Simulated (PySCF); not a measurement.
How the method changes the constants of NaLi⁻

State: ²Σ⁺ (doublet), unpaired electrons σ ↑. Set-up: Na aug-pcseg-1, Li aug-pcseg-1; no relativity (PySCF 2.14). De refers to Na + Li⁻ in their ground configurations, without counterpoise correction. The functionals are run spin-unrestricted. A positive dipole points towards Li; it is taken about the centre of mass and depends on that origin. Levels whose curve was spin-contaminated or gave no clean fit are not listed.

| Level | Re (Å) | ωe (cm⁻¹) | De (eV) | μ (D) |
| --- | --- | --- | --- | --- |
| ROHF-MP2 | 3.422 | 153 | n/a | n/a |
| ROHF-SCS-MP2 | 3.447 | 149 | n/a | n/a |
| ROHF-CCSD | 3.423 | 151 | 0.58 | n/a |
| ROHF-CCSD(T) | 3.417 | 152 | 0.61 | n/a |
| PBE | 3.300 | 162 | 0.82 | -4.10 |
| PBEsol | 3.301 | 163 | 0.82 | -4.12 |
| PBE0 | 3.342 | 160 | 0.78 | -4.11 |
| M06 | 3.306 | 164 | 0.71 | -3.69 |
| M06-2X | 3.300 | 156 | 0.82 | -5.06 |

The bond length runs from 3.300 Å (M06-2X) to 3.447 Å (ROHF-SCS-MP2). De spans 0.58 eV (ROHF-CCSD, coupled cluster) to 0.82 eV (M06-2X, hybrid meta-GGA).

Correlated steps freeze 1 core orbital. Correlated levels converge slowly with the basis: in double zeta they bind strong bonds too weakly, by up to about 1 eV, and carry superposition errors of some tenths. For an ion De counts to the pair picked by the measured ionisation energies or electron affinities, which need not be the lowest pair at this level. The highest Kohn–Sham level is positive in this anion. Much of that is self-interaction error, but it also means that the finite basis helps to hold the extra electron. The state was picked by a PBE0 search and need not be the measured ground state.

The whole job (state search and all levels along the bond) took about 1.3 min on 1 thread of Arm Neoverse N1 (shared host), peak memory 0.36 GiB.
